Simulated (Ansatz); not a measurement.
fcc Pt was calculated with PBE (Ansatz, a program for electronic structure, PAW).

Settings: plane-wave cutoff 520 eV, 24×24×24 k mesh, Fermi–Dirac smearing 0.05 eV, scalar-relativistic PAW data made under PBE.

Pressure at four volumes; x = ln(V/15.645 Å³). One pressure is withheld.

```csv
V (Å³/atom),x,P (GPa)
14.707,-0.0618,18.15
15.645,0.0000,0.00
16.271,0.0392,-8.74
16.584,0.0583,?
```

### Question
Pass a parabola P(x) through the three rows shown, estimate the bulk modulus and its pressure derivative near zero pressure, and predict the withheld pressure.

### Answer
Slopes between the rows: (0.00 − (18.15))/(0.0000 − (-0.0618)) = -293.69 and (-8.74 − (0.00))/(0.0392 − (0.0000)) = -222.96 GPa. Their difference over the span 0.1010 is c = 70.73/0.1010 = 700.3 GPa, so P(x) = 18.15 + (-293.69)(x − (-0.0618)) + 700.3 (x − (-0.0618))(x − (0.0000)). At the middle row B = −dP/dx = −[-293.69 + 700.3 × 0.0618] = 250.4 GPa, and B′ = dB/dP = 2c/B = 5.6. At x = 0.0583 the parabola gives -12.22 GPa; the run gives -12.31 GPa. The Birch–Murnaghan fit to the energies at all volumes has B0 = 248 GPa and B′ = 5.5.

Measured, for comparison: bulk modulus 289 GPa (corrected for temperature and zero-point phonon effects; as tabulated in Levämäki et al. (2014), arXiv:1402.3671). Computed less measured: bulk modulus -14 %.

Spin–orbit coupling is not included.
